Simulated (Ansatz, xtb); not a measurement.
Two isomers of FHOSi

We compare I, `O[Si]F`, a singlet, with II, `O=[SiH]F`, a singlet. Both are isolated molecules in the gas phase, relaxed with B3LYP-D3(BJ)/6-311G**; the shapes shown needn't be the lowest conformers.

I (Å):

```xyz
4

F    -0.7537    1.2835   -1.9635
O    -2.4061    0.1522   -0.4050
Si   -1.6445    1.6022   -0.6192
H    -2.2554   -0.5887   -1.0049
```

II (Å):

```xyz
4

F    -1.1409    0.7413    0.0176
O     0.6772   -1.1507   -0.8801
Si    0.0750    0.2396   -0.8903
H     0.4607    1.3951   -1.7080
```

Task: Estimate E(II) − E(I) at the level CCSD(T)/def2-TZVPP.

Result: Calculated at CCSD(T)/def2-TZVPP: E(II) − E(I) = +0.569 eV, so structure I lies lower.

How the difference moves with the method:

| level | geometry | E(II) − E(I) (eV) | departure from the last row (eV) | job, with rough time for the two |
| --- | --- | --- | --- | --- |
| GFN2-xTB | GFN2-xTB | −1.332 | −1.901 | optimisation, 0.49 s |
| HF/STO-3G | GFN2-xTB | +2.065 | +1.495 | single point, 1 s |
| r2SCAN-D4/def2-SVP | GFN2-xTB | +0.585 | +0.016 | single point, 4.7 s |
| B3LYP-D3(BJ)/6-311G** | B3LYP-D3(BJ)/6-311G** | +0.682 | +0.112 | optimisation, 40 s |
| HF/def2-TZVPP | B3LYP-D3(BJ)/6-311G** | +0.732 | +0.163 | part of the CCSD(T) run |
| MP2/def2-TZVPP | B3LYP-D3(BJ)/6-311G** | +0.391 | −0.178 | part of the CCSD(T) run |
| CCSD(T)/def2-TZVPP | B3LYP-D3(BJ)/6-311G** | +0.569 |  | single point, 42 s |

As drawn, II has 1 O=Si, 1 Si–H in place of 1 O–Si, 1 O–H.

GFN2-xTB puts the two in the other order. The largest departure from CCSD(T)/def2-TZVPP is that of GFN2-xTB, 1.901 eV.

With harmonic frequencies from B3LYP-D3(BJ)/6-311G** (ideal gas, rigid rotor, one conformer each, 600 K, 1 atm): the zero-point term adds −0.050 eV; ΔH is +0.504 and ΔG +0.544 eV.

The correlated steps freeze 7 core orbitals. Programs: Ansatz 0.2.0, xtb 6.7.1; the last row on 1 thread of AMD EPYC (Zen 3) on a shared host.
